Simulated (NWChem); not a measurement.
All runs are NWChem calculations. System: CF₄, charge 0, spin multiplicity 1, displaced from the optimised geometry. Level: RHF/cc-pVDZ, spin-restricted.

NWChem printed:

```
             Northwest Computational Chemistry Package (NWChem) 7.3.0
             --------------------------------------------------------

                                NWChem Input Module
                                -------------------

 Scaling coordinates for geometry "geometry" by  1.889725989
 (inverse scale =  0.529177249)

                             Geometry "geometry" -> ""
                             -------------------------

 Output coordinates in angstroms (scale by  1.889725989 to convert to a.u.)

  No.       Tag          Charge          X              Y              Z
 ---- ---------------- ---------- -------------- -------------- --------------
    1 F                    9.0000     0.98829500     0.00000000    -0.69882200
    2 C                    6.0000     0.00000000     0.00000000     0.00000000
    3 F                    9.0000    -1.07423400     0.00000000    -0.75958900
    4 F                    9.0000     0.00000000    -1.07422700     0.75958900
    5 F                    9.0000     0.00000000     1.07422700     0.75958900

 Effective nuclear repulsion energy (a.u.)     210.9388384873

            Nuclear Dipole moment (a.u.)
            ----------------------------
        X                 Y               Z
 ---------------- ---------------- ----------------
    -1.4616104556     0.0000000000     1.0334968123


 Summary of "ao basis" -> "" (spherical)
 ------------------------------------------------------------------------------
       Tag                 Description            Shells   Functions and Types
 ---------------- ------------------------------  ------  ---------------------
 *                          cc-pvdz                   on all atoms

 Summary of "ao basis" -> "ao basis" (spherical)
 ------------------------------------------------------------------------------
       Tag                 Description            Shells   Functions and Types
 ---------------- ------------------------------  ------  ---------------------
 F                          cc-pvdz                  6       14   3s2p1d
 C                          cc-pvdz                  6       14   3s2p1d

                                 NWChem SCF Module
                                 -----------------

  ao basis        = "ao basis"
  functions       =    70
  atoms           =     5
  closed shells   =    21
  open shells     =     0
  charge          =   0.00
  wavefunction    = RHF
  use symmetry    = F
[...]
    46      0.286905  4 F  px                60      0.286905  5 F  px
     6     -0.259312  1 F  pz                32     -0.242247  3 F  px
    49      0.199014  4 F  px                63      0.199014  5 F  px
     4     -0.183356  1 F  px                 9     -0.182794  1 F  pz

 Vector   21  Occ=2.000000D+00  E=-6.689583D-01
              MO Center= -3.6D-01,  9.3D-13,  2.5D-01, r^2= 2.0D+00
   Bfn.  Coefficient  Atom+Function         Bfn.  Coefficient  Atom+Function
  ----- ------------  ---------------      ----- ------------  ---------------
    33      0.405031  3 F  py                48     -0.286380  4 F  pz
    62      0.286380  5 F  pz                36      0.283973  3 F  py
    46     -0.202520  4 F  px                47     -0.202494  4 F  py
    60      0.202520  5 F  px                61     -0.202494  5 F  py
    51     -0.200785  4 F  pz                65      0.200785  5 F  pz

 Vector   22  Occ=0.000000D+00  E= 4.102516D-01
              MO Center= -5.0D-01,  1.1D-12,  3.6D-01, r^2= 1.8D+00
   Bfn.  Coefficient  Atom+Function         Bfn.  Coefficient  Atom+Function
  ----- ------------  ---------------      ----- ------------  ---------------
    17      2.036745  2 C  s                 31     -0.715012  3 F  s
    45     -0.714950  4 F  s                 59     -0.714950  5 F  s
    21     -0.561820  2 C  px                50     -0.408854  4 F  py
    64      0.408854  5 F  py                23      0.397180  2 C  pz
    37     -0.380890  3 F  pz                18     -0.289900  2 C  px

 Vector   23  Occ=0.000000D+00  E= 4.259564D-01
              MO Center=  5.8D-02, -5.6D-11,  3.5D-02, r^2= 2.1D+00
   Bfn.  Coefficient  Atom+Function         Bfn.  Coefficient  Atom+Function
  ----- ------------  ---------------      ----- ------------  ---------------
    23      1.147985  2 C  pz                21      0.811546  2 C  px
    31      0.807174  3 F  s                 20      0.492251  2 C  pz
    45     -0.403636  4 F  s                 59     -0.403636  5 F  s
    35      0.371122  3 F  px                18      0.348015  2 C  px
     9     -0.285094  1 F  pz                50     -0.274648  4 F  py

 Vector   24  Occ=0.000000D+00  E= 4.259589D-01
              MO Center= -1.4D-02,  5.6D-11, -6.6D-02, r^2= 2.1D+00
   Bfn.  Coefficient  Atom+Function         Bfn.  Coefficient  Atom+Function
  ----- ------------  ---------------      ----- ------------  ---------------
    22      1.405901  2 C  py                45      0.699078  4 F  s
    59     -0.699078  5 F  s                 19      0.602837  2 C  py
     8     -0.349194  1 F  py                51     -0.333504  4 F  pz
    65      0.333504  5 F  pz                36     -0.300498  3 F  py
     5     -0.218998  1 F  py                33     -0.205431  3 F  py

 center of mass
 --------------
 x =  -0.03506348 y =   0.00000000 z =   0.02479320

 moments of inertia (a.u.)
 ------------------
         307.091963222507           0.000000000000          -8.579722399129
           0.000000000000         294.960267286478           0.000000000000
          -8.579722399129           0.000000000000         301.028688761482

  Mulliken analysis of the total density
  --------------------------------------

    Atom       Charge   Shell Charges
 -----------   ------   -------------------------------------------------------
    1 F    9     9.12   2.00  0.90  0.96  3.38  1.86  0.01
    2 C    6     5.16   2.00  0.70 -0.01  1.78  0.22  0.47
    3 F    9     9.24   2.00  0.90  1.00  3.34  1.99  0.01
    4 F    9     9.24   2.00  0.90  1.00  3.34  1.99  0.01
    5 F    9     9.24   2.00  0.90  1.00  3.34  1.99  0.01

       Multipole analysis of the density wrt the origin
       ------------------------------------------------

     L   x y z        total         open         nuclear
     -   - - -        -----         ----         -------
     0   0 0 0     -0.000000      0.000000     42.000000

     1   1 0 0      0.164302      0.000000     -1.461610
     1   0 1 0     -0.000000      0.000000      0.000000
     1   0 0 1     -0.116170      0.000000      1.033497

     2   2 0 0    -18.569814      0.000000     68.479984
     2   1 1 0     -0.000000      0.000000      0.000000
     2   1 0 1     -0.261789      0.000000      4.028183
     2   0 2 0    -18.940002      0.000000     74.175811
     2   0 1 1     -0.000000      0.000000      0.000000
     2   0 0 2    -18.754882      0.000000     71.326677

 Task  times  cpu:        2.4s     wall:        2.4s

 Total times  cpu:        2.4s     wall:        2.4s
```

**Question.** Write an NWChem input that would produce this output.

**Answer.** Several could match; the one computed here: 
```
start mol
memory heap 200 mb stack 900 mb global 1100 mb
geometry units angstroms nocenter noautoz noautosym
  F      0.988295     0.000000    -0.698822
  C      0.000000     0.000000    -0.000000
  F     -1.074234     0.000000    -0.759589
  F      0.000000    -1.074227     0.759589
  F      0.000000     1.074227     0.759589
end
basis spherical
  * library cc-pvdz
end
scf
  rhf
  nopen 0
  maxiter 100
  thresh 1e-7
  semidirect memsize 60000000 filesize 0
end
task scf energy
```
